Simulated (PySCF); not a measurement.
Compound: 1-isopropylhydrazine, C3H10N2.
SMILES: `CC(C)NN`

Torsions of this conformer, `[CH3:1][CH:2]([CH3:3])[NH:4][NH2:5]`: C1–C2–N4–N5 176°, H–N5–N4–C2 -176°, H–N5–N4–C2 -63°.

The closed-shell ground state was solved at several levels (PySCF, density fitting, gas phase, non-relativistic). One conformer (not necessarily the lowest) at the GFN2-xTB geometry, without solvent, vibrations or thermal averaging.

```
              level  basis functions  total energy (Eh)  HOMO (eV)  LUMO (eV)  gap (eV)  dipole (D)
      PBE0/pcSseg-1              135          -229.4969      -5.46       1.54      7.00        0.32
CAM-B3LYP/def2-SVPD              180          -229.5266      -7.06       1.49      8.55        0.24
```

Task: Estimate the row for B3LYP/pcJ-1, a basis of 235 functions; the other rows only guide the guess.

Result: Total energy -229.8213 Eh, HOMO -5.20 eV, LUMO 1.25 eV, gap 6.45 eV, dipole 0.37 D.

Task: Over all these levels, which gives the widest orbital gap and which the narrowest?

Result: CAM-B3LYP/def2-SVPD (range-separated hybrid) has the widest, 8.55 eV, and B3LYP/pcJ-1 (global hybrid, 20 % exact exchange) the narrowest, 6.45 eV. Functional and basis both differ between the two, so the spread mixes both effects.

Task: How far do the dipole and the HOMO energy spread over the levels?

Result: The dipole runs from 0.24 to 0.37 D (mean 0.31 D) and the HOMO from -7.06 to -5.20 eV.
